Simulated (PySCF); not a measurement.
C₅H₁₂P (charge +1).
Z-matrix (Å and degrees, PBE0-D3(BJ)/def2-SVP geometry), rows numbered from 1:
```
C 
P   1  1.7966
C   2  1.7967  1  111.05
C   2  1.7769  1  111.77  3   125.63
C   4  1.5117  2  119.80  1   150.89
C   5  1.4865  4   60.59  2  -108.59
H   1  1.0999  2  110.11  3    57.56
H   1  1.1003  2  109.25  3   -62.47
H   1  1.0995  2  109.38  3   178.00
H   2  1.4119  1  107.72  3  -117.77
H   3  1.0998  2  110.23  1   -59.26
H   3  1.1001  2  109.26  1    60.84
H   3  1.0994  2  109.32  1  -179.73
H   4  1.0964  2  112.74  1   -63.36
H   5  1.0944  4  118.87  6   108.20
H   5  1.0922  4  116.00  6  -110.08
H   6  1.0925  4  116.13  5   110.16
H   6  1.0944  4  118.69  5  -108.07
```

Theory: core-valence-separated Tamm–Dancoff BHandHLYP/aug-pcX-1 (pcseg-1 on H, def2-SVPD on P) in PySCF, non-relativistic, gas phase, PBE0-D3(BJ)/def2-SVP geometry. No empirical shift is added; at this level the pattern usually sits a few eV under experiment.

Task: List the carbon K-edge absorption lines.

Result: 
```csv
E (eV),f,core hole on,main final orbital
286.04,0.1005,C5 + C6,"spread (2 roots, f summed)"
286.07,0.0716,C1/C3,"spread (2 roots, f summed)"
286.29,0.0371,C4,spread
286.53,0.0338,C5 + C6,"LUMO+2 (2 roots, f summed)"
286.57,0.0236,C1/C3,"LUMO (2 roots, f summed)"
286.78,0.0066,C4,LUMO (42 %)
286.88,0.0300,C5 + C6,"LUMO+3 (2 roots, f summed)"
286.94,0.0249,C1/C3,"LUMO+2 (2 roots, f summed)"
286.94,0.0150,C4,LUMO+1 (33 %)
287.00,0.0123,C4,LUMO+3 (33 %)
287.22,0.0689,C1/C3,"spread (2 roots, f summed)"
287.27,0.0028,C1/C3,"spread (2 roots, f summed)"
287.32,0.0017,C5/C6,"LUMO+1 (2 roots, f summed)"
```

The first line with a tenth or more of the strongest one's intensity is at 286.04 eV (f = 0.100, sum of 2), with the hole on C5 + C6 (three-membered-ring carbon). It is also the strongest listed.

Roots within 0.03 eV whose holes lie on the same, on equivalent or on shared atoms are summed into one line, and the highest roots are left out, as the search may have cut off their partners. Final orbitals are the ground state's empty Kohn–Sham orbitals.

Task: What are the wavelength and the wavenumber of the 286.53 eV line?

Result: λ = 12398.42 eV Å/286.53 eV = 43.271 Å; 2.3110 × 10⁶ cm⁻¹.

The ionisation thresholds weren't computed; near and above them a finite basis only mimics Rydberg series and continuum.

Time: 26 s; peak memory 0.97 GiB. Hardware: an Arm Neoverse V2 with one thread, shared host with 96 logical CPUs at a one-minute load of 66.

One conformer stands for the species.
